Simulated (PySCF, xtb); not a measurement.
Homolysis of single bonds, series acetyl-X. All species are isolated molecules in the gas phase. One relaxed conformer stands for each flexible species; it need not be the lowest. Strings in code marks are SMILES.

Quantity: homolytic bond dissociation enthalpy at 298 K (no spin–orbit term), in kJ/mol. Enthalpy corrections at 298 K come from GFN2-xTB frequencies (xtb).

Case: C–C bond of `CC(N)=O`, giving `N[C]=O` and `[CH3]`. Geometry of `CC(N)=O` (neutral, multiplicity 1, Å):

```xyz
9

C     -1.0995    -0.1491    -0.0540
C      0.2308     0.5860    -0.0133
N      1.3312    -0.2251     0.0822
O      0.3248     1.8069    -0.0611
H     -1.2455    -0.7472     0.8579
H     -1.1451    -0.8324    -0.9150
H     -1.9048     0.5870    -0.1348
H      2.2473     0.2075     0.1150
H      1.2607    -1.2337     0.1230
```

**Question.** Predict the homolytic bond dissociation enthalpy at 298 K (no spin–orbit term) from PBE-D3(BJ)/def2-TZVP (PySCF).

**Answer.** 356.9 kJ/mol.
